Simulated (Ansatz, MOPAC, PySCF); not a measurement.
Species: methyl chloride, CH3Cl, charge 0, multiplicity 1. SMILES: CCl
Coordinates optimised at B3LYP-D3(BJ)/def2-TZVP (Ansatz, an electronic-structure program):
```xyz
5

C      0.0082     0.0133    -1.1337
Cl    -0.0048    -0.0077     0.6605
H      0.0175     1.0478    -1.4634
H      0.8997    -0.5040    -1.4752
H     -0.8852    -0.4920    -1.4879
```

Quantity: vertical ionisation energy to the doublet, in eV. Set-up: non-relativistic; UHF or UKS for open shells; no spin-orbit coupling; each state is the SCF solution reached for its charge and spin; 6-311+G** with 5d, 6d on Na to Ar in Ansatz; six Cartesian d functions in 6-31G* and its kin unless marked 5d; valence correlation only; dispersion terms only where a functional's name holds one. CBS marks a two-point X^-3 extrapolation of the correlation energy; Hartree-Fock from the larger set. The bracket is a focal-point correction in the basis named. First-principles rows: single points at B3LYP-D3(BJ) geometries (Ansatz). Semi-empirical rows: differences of heats of formation at the shared geometry for vertical values.

Measured values: CCCBDB table in ASE; they hold spin-orbit and core effects. 

Value to compare with, the measured value: 11.29 eV.

| level | program | vertical ionisation energy to the doublet (eV) | error |
|---|---|---|---|
| PM6 | MOPAC | 10.61 | -0.68 |
| HF/6-311+G** | Ansatz | 10.34 | -0.95 |
| PBE/6-31G* | Ansatz | 11.10 | -0.19 |
| B3LYP/STO-3G | Ansatz | 10.60 | -0.69 |
| B3LYP/6-31G* | Ansatz | 11.27 | -0.02 |
| B3LYP/6-311+G** | Ansatz | 11.34 | 0.05 |
| MP2/6-31G* | Ansatz | 11.07 | -0.22 |
| PBE/def2-TZVPD | Ansatz | 11.12 | -0.17 |
| B3LYP/def2-TZVPD | Ansatz | 11.28 | -0.01 |
| M06-2X/def2-TZVPD | PySCF | 11.41 | 0.12 |
| RI-MP2/CBS(aug-cc-pV(T+d)Z,aug-cc-pV(Q+d)Z)+[CCSD(T)-MP2]/aug-cc-pV(T+d)Z | Ansatz | 11.49 | 0.20 |

Among the 7 habitual levels, HF/6-311+G** lies farthest from the measured value (-0.95 eV); 1 of 7 lie above it, and their mean absolute error is 0.40 eV, the median 0.22. One case shows no general order.

The levels are drawn from those run, B3LYP/6-31G* more often than the rest, none by its result; runs whose electronic state is in doubt are left out.
